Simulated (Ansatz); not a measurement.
Frontier orbitals of C2H6FNS, SMILES `CC(N)(F)S`.

Charge 0, multiplicity 1. The geometry is a stationary point of PBE0-D4/def2-TZVP. It is one conformer, not always the lowest. Basis def2-TZVPP, Ansatz.

```csv
functional,HOMO (eV),LUMO (eV),gap (eV)
LDA (SPW92),-6.00,-0.85,5.15
PBE,-5.87,-0.64,5.23
revPBE,-5.81,-0.54,5.27
r2SCAN,-6.15,-0.33,5.82
B97M-V,-6.27,-0.42,5.85
PBE0,-7.17,0.34,7.51
r2SCAN0,-7.35,0.55,7.90
HSE06 (plane-wave form),-6.76,-0.04,6.72
BHLYP,-8.34,1.21,9.55
ωB97M-V,-9.44,2.11,11.55
```

Against PBE, PBE0 changes HOMO and LUMO by −1.30 and +0.98 eV, ωB97M-V by −3.57 and +2.75 eV. A gap of 5.23 eV thus becomes 11.55 eV for the same molecule, so an orbital gap means little without its functional. A positive LUMO is unbound and depends on the basis.
